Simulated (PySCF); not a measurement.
Can point charges reproduce the dipole moment of `[Na][Cl]` (sodium chloride)?

Coordinates (PBE0-D3(BJ)/def2-TZVP, Å) and charges (e) from the PBE0/pcSseg-2 density (PySCF):

| atom | x | y | z | Mulliken | IAO | Hirshfeld | ESP-fitted |
| --- | --- | --- | --- | --- | --- | --- | --- |
| Na1 | 1.275 | 0.214 | 0.049 | +0.6985 | +0.8526 | +0.5958 | +0.7821 |
| Cl2 | -1.082 | 0.272 | 0.023 | -0.6985 | -0.8526 | -0.5958 | -0.7821 |

**Question.** What dipole does each set of charges give (1 e·Å = 4.803 D), and what does the density give?

**Answer.** The full density gives (8.95, -0.22, 0.10) D, 8.95 D in size; dipole vectors point from the negative to the positive end.

```tsv
scheme	μx	μy	μz	size (D)	share of the full size (%)	angle to the full dipole (°)
Mulliken	7.91	-0.19	0.09	7.91	88	0
IAO	9.65	-0.24	0.10	9.66	108	0
Hirshfeld	6.75	-0.17	0.07	6.75	75	0
ESP-fitted	8.86	-0.22	0.10	8.86	99	0
```

**Question.** Which set comes closest?

**Answer.** Length of the difference vector: ESP-fitted 0.09 D, IAO 0.71 D, Mulliken 1.04 D, Hirshfeld 2.20 D. Closest: ESP-fitted. ESP charges are fitted to the potential around the molecule, whose slowest-falling term is the dipole's. The schemes that divide the density aren't constrained to reproduce the dipole.

**Question.** What is left for the Hirshfeld atoms' own dipoles?

**Answer.** The Hirshfeld atoms' densities add up to the full density, so μ = Σ q r + Σ (atomic dipoles). The atomic dipoles sum to (8.95, -0.22, 0.10) − (6.75, -0.17, 0.07) = (2.20, -0.05, 0.03) D, 2.20 D in size.

**Question.** Give the size of the full dipole in other units.

**Answer.** 8.95 D = 3.521 au = 1.863 e·Å = 29.85 × 10⁻³⁰ C·m.

Geometry: PBE0-D3(BJ)/def2-TZVP; no solvent, vibrations or thermal averaging.
